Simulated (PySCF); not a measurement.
Members of the series nitrenes, diatomics and small unsaturated species; each row names its spin state. Isolated molecules, 0 K electronic values unless said otherwise. One relaxed conformer stands for each flexible species; it need not be the lowest. Strings in code marks are SMILES.

These are PBE-D3(BJ)/def2-TZVP // B3LYP-D3(BJ)/def2-TZVP in PySCF 2.14.0 values and carry that method's errors. 

A: multiplicity 3 (`[NH]` (lower triplet))
B: multiplicity 3 (`C=O` (excited triplet))
C: multiplicity 3 (`C=N` (excited triplet))
D: multiplicity 3 (`O=[SiH2]` (excited triplet))
E: multiplicity 3 (`[SiH+]` (excited triplet))
F: multiplicity 3 (`[SiH2]=[C]` (near-degenerate triplet))

Question: Which member has the lowest highest occupied spin orbital?

Answer: E (-12.26 eV); next is A (-7.82 eV).
